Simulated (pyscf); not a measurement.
methyl (CH₃•) + H₃Si–Cl → H₃C–SiH₂–Cl + H atom (H•) (substitution at Si; doublet surface; H–Si broken, C–Si formed). Single points on ωB97X-D3(BJ)/def2-SVP structures (PySCF, gas phase). Energies in eV from the separated reactants.

```csv
level,barrier,reaction energy
ωB97X-D3(BJ)/def2-TZVP,0.62,-0.06
r²SCAN/def2-TZVP,(withheld),+0.15
B3LYP-D3(BJ)/def2-TZVP,(withheld),(withheld)
M06-2X/def2-TZVP,0.66,-0.02
ωB97M-D3(BJ)/def2-TZVP,0.67,+0.01
HF/def2-TZVP,1.88,+0.34
```

Fill in the missing entries.


- r²SCAN/def2-TZVP, barrier: 0.46
- B3LYP-D3(BJ)/def2-TZVP, barrier: 0.58
- B3LYP-D3(BJ)/def2-TZVP, reaction energy: +0.16

The functionals in the table span 0.22 eV in this barrier, from r²SCAN to ωB97M-D3(BJ)/def2-TZVP. The same reactants have a lower exit, to CH₄ + •H₂Si–Cl (barrier +0.32 eV at ωB97M-D3(BJ)/def2-TZVP, against +0.67 eV here). This is the saddle that the search found; another between the same sides may lie lower. The angle at the attacked Si is 163°.
